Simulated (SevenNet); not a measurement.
## Antifluorite Mg₂Sn

All values below come from the machine-learned potential SevenNet-0 (trained on PBE and PBE+U data).

Cell: relaxed at this level.

For antifluorite Mg₂Sn, the lattice parameter a is 6.815 Å and the volume per atom is 26.38 Å³/atom.

Measured, for comparison: lattice constant a 6.766 Å, equilibrium volume per atom 25.82 Å³/atom (temperature not stated, no zero-point or thermal correction; as tabulated in Freccero, Grin, Wagner, Dalton Trans. (2023), ESI). Computed (rounded) less measured: lattice constant a +0.7 %, equilibrium volume per atom +2.2 %.

A machine-learned potential is trained on density-functional data: it inherits that level's misses and adds fitting errors of its own.
